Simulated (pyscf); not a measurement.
**Routes from HO–CH₂–OH**

Candidate steps break at most two bonds and form at most two. Each was searched with GFN2-xTB (tblite) first. Single points on ωB97X-D3(BJ)/def2-SVP structures (PySCF, gas phase). Energies: ωB97M-D3(BJ)/def2-TZVP, kcal/mol, from the reactant's lowest minimum found, singlet surface; ΔG‡ with ideal gas, 1 atm, RRHO with modes under 100 cm⁻¹ raised to 100, one conformer, R ln 2 for chiral ones without a mode under 150 cm⁻¹.

```json
[
 {"products": "H₂C=O + H₂O", "type": "elimination", "ΔE‡": "48.5", "ΔE": "+15.5", "ΔG‡ 298 K": "43.8", "ΔG‡ 900 K": "43.6", "ν‡ (cm⁻¹)": "1659i"},
 {"products": "O=CH–OH + H₂", "type": "elimination", "ΔE‡": "80.4", "ΔE": "+8.9", "ΔG‡ 298 K": "74.1", "ΔG‡ 900 K": "74.0", "ν‡ (cm⁻¹)": "2408i"}
]
```

Row 2: On the reactant side the descent ends in a point that may be a rotor saddle (no frequency run), 2.9 kcal/mol over the lowest minimum found and 79.1 kcal/mol under the saddle at ωB97X-D3(BJ)/def2-TZVP. 

Plain bond fissions and candidates not yet searched are not listed, and one of them may be faster. Each barrier is that of the saddle found; lower ones may exist.
